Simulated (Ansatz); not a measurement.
# BH₄+ (singlet): from Hartree-Fock to the top rungs at scale of all distances = 1.105, cc-pVDZ

One table from this session's results is given with a row withheld; the runs are named, their logs left out.

Method: cc-pVDZ, core rule «outside noble gas», up to 1 orbitals frozen; program: Ansatz 0.2.0, Gaussian basis.

To be run: UHF; CCSD(T) on RHF; BCCD(T) on RHF; CISD; CCSDT(Q) on RHF; CASSCF and MRCISD+Q, 2 electrons in 2 orbitals; CASSCF and NEVPT2, 2 electrons in 2 orbitals; CASSCF and MRCISD+Q, 6 electrons in 8 orbitals; CASSCF and NEVPT2, 6 electrons in 8 orbitals; Full CI.

13 further runs of the same task are left out: 7 that didn't finish, 6 set aside as unsound or not needed.

## What is computed

The geometry derives from a PBE0/def2-TZVP stationary point (not a proven minimum). All distances are scaled together.

5 atoms, charge 1, spin multiplicity 1.

Atoms are counted from 1 here; the program's logs count them from 0.

Bond lengths: B1–H2 1.337 Å, B1–H3 1.337 Å, B1–H4 1.337 Å, B1–H5 1.337 Å. Angles: H2–B1–H3 90.0°, H2–B1–H4 90.0°, H2–B1–H5 180.0°, H3–B1–H4 180.0°, H3–B1–H5 90.0°, H4–B1–H5 90.0°.

The first run:

in.yaml reads:

```yaml
crystal:
  periodic: [false, false, false]
  atoms:
    - {symbol: B, position_ang: [0.000000, 0.000000, 0.000000]}
    - {symbol: H, position_ang: [-0.017219, 0.951876, 0.939065]}
    - {symbol: H, position_ang: [-0.023562, -0.939213, 0.951594]}
    - {symbol: H, position_ang: [0.023562, 0.939213, -0.951594]}
    - {symbol: H, position_ang: [0.017219, -0.951876, -0.939065]}
basis:
  gaussian: {orbitals: cc-pVDZ}
total_charge: 1
magnetization: {spin_polarized: true, initial_magnetization: 0}
hamiltonian: {xc: hf}
output: {orbitals: {seedname: orbitals}}
```

On the command line:

```console
$ ansatz run in.yaml --threads 1 --pin off --events-out ev --progress --plain --max-ram 2393MiB
```

Steps of the session up to this table: UHF; CCSD(T) on RHF; BCCD(T) on RHF; CISD; CCSDT(Q) on RHF; CASSCF and MRCISD+Q, 2 electrons in 2 orbitals; CASSCF and NEVPT2, 2 electrons in 2 orbitals; CASSCF and MRCISD+Q, 6 electrons in 8 orbitals; CASSCF and NEVPT2, 6 electrons in 8 orbitals; Full CI.

One of the session's tables, all rows but one given; the rest of the session is left out.

It belongs to the step «Misses and costs». 

```
          method  from FCI (meV)
             RHF         +3907.7
            RMP2          +891.5
            CISD          +269.9
           RCCSD               ?
        RCCSD(T)           +26.1
         BCCD(T)           +25.9
          RCCSDT            +7.3
       RCCSDT(Q)            +1.4
     CASSCF pair         +3269.7
     NEVPT2 pair          +797.0
     MRCISD pair          +190.7
   MRCISD+Q pair           -25.9
  CASSCF valence         +1614.6
  NEVPT2 valence          +385.9
  MRCISD valence           +48.2
MRCISD+Q valence            +2.2
             FCI               0
```

**Question.** Estimate the row for RCCSD.

**Answer.** from FCI (meV): +117.3. In the column «from FCI (meV)» it lies between MRCISD valence (+48.2) and MRCISD pair (+190.7).

To keep in mind: MRCISD+Q pair falls below full CI: the +Q correction isn't variational, and the cores differ from full CI's.
